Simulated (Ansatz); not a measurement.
**AlSi₂H₅ (SMILES [AlH]1[SiH2][SiH2]1): one structure at several levels**

A test off equilibrium: a structure displaced at random from a GFN2-xTB minimum is computed at several levels, and each is set against CCSD(T).

Computed with Ansatz 0.2.0, Gaussian basis. Level: single points in def2-TZVPP.

Correlated methods freeze the cores.

## 1. Where the work starts

SMILES `[AlH]1[SiH2][SiH2]1`, 8 atoms, charge 0, spin multiplicity 1.

Atoms are counted from 1 here; the program's logs count them from 0.

Bond lengths: Al1–Si2 2.429 Å, Al1–Si3 2.395 Å, Al1–H4 1.705 Å, Si2–H5 1.271 Å, Si2–H6 1.688 Å, Si3–H7 1.501 Å, Si3–H8 1.626 Å. Angles: Si2–Al1–Si3 65.8°, Si2–Al1–H4 147.7°, Si3–Al1–H4 140.8°, Al1–Si2–H5 152.3°, Al1–Si2–H6 93.9°, H5–Si2–H6 92.6°, Al1–Si3–H7 108.3°, Al1–Si3–H8 146.4°, H7–Si3–H8 93.2°.

Coordinates:

```csv
atom,x (Å),y (Å),z (Å)
Al1,-1.3474,0.0152,-0.8386
Si2,0.5270,1.2849,0.0407
Si3,0.2794,-1.3087,0.3172
H4,-2.5642,-0.1249,-2.0247
H5,1.3155,2.2816,0.0301
H6,-0.3516,1.8964,1.3456
H7,1.2447,-1.8558,-0.6933
H8,0.5398,-2.5283,1.3608
```

## 2. CCSD(T)/def2-TZVPP

Contents of run/in.yaml:

```yaml
crystal:
  periodic: [false, false, false]
  atoms:
    - {symbol: Al, position_ang: [-1.347400, 0.015200, -0.838600]}
    - {symbol: Si, position_ang: [0.527000, 1.284900, 0.040700]}
    - {symbol: Si, position_ang: [0.279400, -1.308700, 0.317200]}
    - {symbol: H, position_ang: [-2.564200, -0.124900, -2.024700]}
    - {symbol: H, position_ang: [1.315500, 2.281600, 0.030100]}
    - {symbol: H, position_ang: [-0.351600, 1.896400, 1.345600]}
    - {symbol: H, position_ang: [1.244700, -1.855800, -0.693300]}
    - {symbol: H, position_ang: [0.539800, -2.528300, 1.360800]}
basis:
  gaussian: {orbitals: def2-TZVPP}
correlation: {method: ccsd_t}
output: {forces: true}
```

No record of the launch command was kept for these runs.

## 3. PBE0-D4/def2-TZVPP

run/in.yaml, as its differences from that of step 2:

```diff
@@ -13,3 +13,3 @@
   gaussian: {orbitals: def2-TZVPP}
-correlation: {method: ccsd_t}
-output: {forces: true}
+hamiltonian: {xc: pbe0, dispersion: d4}
+output: {forces: true, orbitals: {seedname: orbitals}}
```

## 4. wB97M-V/def2-TZVPP

run/in.yaml, as its differences from that of step 3:

```diff
@@ -13,3 +13,3 @@
   gaussian: {orbitals: def2-TZVPP}
-hamiltonian: {xc: pbe0, dispersion: d4}
-output: {forces: true, orbitals: {seedname: orbitals}}
+hamiltonian: {xc: {name: wB97M-V}}
+output: {forces: true}
```

## 5. r2SCAN-D4/def2-TZVPP

run/in.yaml, as its differences from that of step 4:

```diff
@@ -13,3 +13,3 @@
   gaussian: {orbitals: def2-TZVPP}
-hamiltonian: {xc: {name: wB97M-V}}
+hamiltonian: {xc: r2scan, dispersion: d4}
 output: {forces: true}
```

## 6. PBE-D4/def2-TZVPP

run/in.yaml, as its differences from that of step 5:

```diff
@@ -13,3 +13,3 @@
   gaussian: {orbitals: def2-TZVPP}
-hamiltonian: {xc: r2scan, dispersion: d4}
+hamiltonian: {xc: pbe, dispersion: d4}
 output: {forces: true}
```

## 7. r2SCAN0-D4/def2-TZVPP

run/in.yaml, as its differences from that of step 6:

```diff
@@ -13,3 +13,3 @@
   gaussian: {orbitals: def2-TZVPP}
-hamiltonian: {xc: pbe, dispersion: d4}
+hamiltonian: {xc: {name: r2SCAN0}, dispersion: d4}
 output: {forces: true}
```

## 8. SPW92/def2-TZVPP

run/in.yaml, as its differences from that of step 7:

```diff
@@ -13,3 +13,3 @@
   gaussian: {orbitals: def2-TZVPP}
-hamiltonian: {xc: {name: r2SCAN0}, dispersion: d4}
+hamiltonian: {xc: lda}
 output: {forces: true}
```

(Steps that only read results are left out.)

Q: Predict the outcome of this session. Wanted: energy less free atoms, CCSD(T)/def2-TZVPP; RMS force component; RMS force error; HOMO and LUMO, PBE0-D4; T1 diagnostic.

The runs gave:

```
                                  quantity                                                                                            value
energy less free atoms, CCSD(T)/def2-TZVPP                                                                                       -18.985 eV
                       RMS force component                                                             2.152 to 2.206 eV/Å over the methods
                           RMS force error  PBE0-D4 0.095, wB97M-V 0.069, r2SCAN-D4 0.108, PBE-D4 0.184, r2SCAN0-D4 0.087, SPW92 0.256 eV/Å
                    HOMO and LUMO, PBE0-D4                                                                               -6.46 and -2.65 eV
                             T1 diagnostic                                                                                            0.018
```

What this shows: Against CCSD(T) the functionals' energies less atoms differ by -3.045 to -0.402 eV, PBE-D4 by -0.578 eV. A larger basis would deepen the CCSD(T) value, while the functionals are nearly converged already, so the order here is not reliable. The forces of wB97M-V come nearest to CCSD(T), those of SPW92 are farthest. Frozen-core CCSD(T) forces in triple zeta carry basis errors of their own, and this is one geometry, so small gaps rank nothing.
